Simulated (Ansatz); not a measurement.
System: tetradymite Bi2Se3. Method: PBE-D3(BJ) (PAW; Ansatz, an electronic-structure program).

Numerical settings: plane-wave cutoff 520 eV, 10×10×10 k mesh, scalar-relativistic PAW data made under PBE.

Cell (relaxed at this level):

```
CELL_PARAMETERS angstrom
      2.07192     1.19623     9.48896
     -2.07192     1.19623     9.48896
      0.00000    -2.39245     9.48896
ATOMIC_POSITIONS crystal
  Bi 0.59916 0.59916 0.59916
  Bi 0.40084 0.40084 0.40084
  Se 0.00000 0.00000 0.00000
  Se 0.78941 0.78941 0.78941
  Se 0.21059 0.21059 0.21059
```

### Question
Give the computed polycrystal shear modulus (Hill average), elastic constant C33, Young modulus, elastic constant C11, Voigt–Reuss–Hill bulk modulus, elastic constant C12, elastic constant C13, elastic constant C44 and elastic constant C66.

### Answer

polycrystal shear modulus (Hill average): 23.9 GPa
elastic constant C33: 44.4 GPa
Young modulus: 59.4 GPa
elastic constant C11: 86.3 GPa
Voigt–Reuss–Hill bulk modulus: 38.3 GPa
elastic constant C12: 23.6 GPa
elastic constant C13: 24.3 GPa
elastic constant C44: 28.0 GPa
elastic constant C66: 31.4 GPa

Note: the dispersion coefficients are held fixed in the derivatives.

Elastic constants are with the ions relaxed.

Spin–orbit coupling is not included; it can shift volumes and moduli of such heavy elements.

The computed numbers hold no vibrational or temperature effects.

The result took very roughly 2.5 core-hours.
